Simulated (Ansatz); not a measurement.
Gas-phase reaction in SMILES: CN(C)C + H+ → C[NH+](C)C
Each molecule is optimised on its own at B3LYP-D3(BJ)/def2-TZVP (Ansatz, a first-principles code).

Wanted: proton affinity (electronic energy difference), positive where the reaction releases energy, in kcal/mol. Correlated levels leave the core frozen unless marked. No spin-orbit coupling. Non-relativistic. CBS marks a two-point X^-3 extrapolation of the correlation energy; Hartree-Fock from the larger set. The bracket is a focal-point correction in the basis named.

```
level                                                     program  proton affinity (kcal/mol)
-------------------------------------------------  --------------  --------------------------
PBE-D3(BJ)/def2-TZVPD                              Ansatz + dftd3                       232.4
BLYP-D4/def2-TZVPD                                 Ansatz + dftd4                       231.4
r2SCAN/def2-TZVPD                                          Ansatz                       234.2
wB97X-V/def2-TZVPD                                         Ansatz                       235.3
B2GP-PLYP-D3(BJ)/def2-TZVPD                        Ansatz + dftd3                       234.3
B2GP-PLYP/def2-TZVPD                                       Ansatz                       234.0
RPA@PBE/cc-pVTZ                                            Ansatz                       241.1
MP2/STO-3G                                                 Ansatz                       288.8
MP2/cc-pVDZ                                                Ansatz                       237.3
RI-MP2/CBS(cc-pVTZ,cc-pVQZ)+[CCSD(T)-MP2]/cc-pVDZ          Ansatz                       235.5
```
